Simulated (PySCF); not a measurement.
Isomers of C3H5N3, one conformer each; single-point electronic energies without zero-point terms and without any empirical dispersion term.

Computed with PySCF at wB97X-D/pcSseg-2, non-relativistic, each on one gas-phase PBE0-D3(BJ)/def2-TZVP geometry that isn't relaxed in the solvent. The solvent is an IEF-PCM continuum (Bondi radii, 1.10 Å for H, scaled by 1.2). The model holds no explicit solvent molecules, cavitation or dispersion.

```json
{"isomer": "`Cn1cncn1`", "relative energy, gas (kcal/mol)": "0.0", "dipole (D)": "3.42"}
{"isomer": "`Cn1cnnc1`", "relative energy, gas (kcal/mol)": "8.9", "dipole (D)": "6.37"}
{"isomer": "`CN1N=CC=N1`", "relative energy, gas (kcal/mol)": "12.2", "dipole (D)": "0.50"}
{"isomer": "`c1cnnn1C`", "relative energy, gas (kcal/mol)": "17.5", "dipole (D)": "4.75"}
```

**Question.** How do the relative energies look in chloroform (ε = 4.711)?

**Answer.** 
```csv
isomer,"relative energy, solvent (kcal/mol)",E(solvent) − E(gas) (kcal/mol),dipole in solvent (D)
`Cn1cncn1`,0.0,-6.2,4.18
`Cn1cnnc1`,5.6,-9.4,7.88
`CN1N=CC=N1`,14.3,-4.1,0.52
`c1cnnn1C`,17.1,-6.6,5.94
```

The order is unchanged. `Cn1cnnc1` gains most from the continuum, and it has the largest gas-phase dipole. The gains span 5.3 kcal/mol, the gas-phase energies 17.5 kcal/mol.
